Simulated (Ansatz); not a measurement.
AlH$_{6}$PSi, SMILES `[SiH3][AlH][PH2]`. Total charge 0; spin multiplicity 1.

```xyz
9

Si   -1.5353    0.8584    0.2132
Al    0.1728   -0.9024    0.3023
P     1.9644   -0.8641   -1.1765
H    -1.3035    1.8146   -0.9060
H    -1.5297    1.6462    1.4810
H    -2.9070    0.2949    0.0532
H     0.0338   -2.1468    1.2810
H     2.1811    0.5334   -1.0513
H     2.9235   -1.2343   -0.1969
```

Question: List the harmonic frequencies (cm⁻¹, unscaled) at PBE0-D4/def2-TZVP in Ansatz. (Estimate.)

Answer: Ansatz gave: 34, 91, 143, 335, 343, 400, 415, 452, 529, 565, 678, 859, 934, 939, 1084, 1910, 2192, 2201, 2209, 2407, 2421.

Question: Is this a minimum?

Answer: Yes, all 21 modes are real.

Question: Give the ideal-gas thermochemistry at 298.15 K and 1 bar (rigid rotor, harmonic oscillator; point group C1, symmetry number 1).

Answer: Zero-point energy 126.4 kJ/mol; H(298) − E = 148.4 kJ/mol; entropy 356.3 J/(mol·K), of which translation 165.3, rotation 111.6, vibration 79.5; G(298) − E = 42.2 kJ/mol. Modes under 100 cm⁻¹ are hindered rotations or soft bends, so the harmonic entropy is rough.

Question: And at 400, 500, 600, 800 and 1000 K?

Answer: 
| T (K) | H − E (kJ/mol) | S (J/mol/K) | G − E (kJ/mol) |
| --- | --- | --- | --- |
| 400 | 160.4 | 390.9 | 4.1 |
| 500 | 173.6 | 420.2 | -36.5 |
| 600 | 187.8 | 446.1 | -79.9 |
| 800 | 218.8 | 490.6 | -173.7 |
| 1000 | 252.4 | 528.0 | -275.6 |
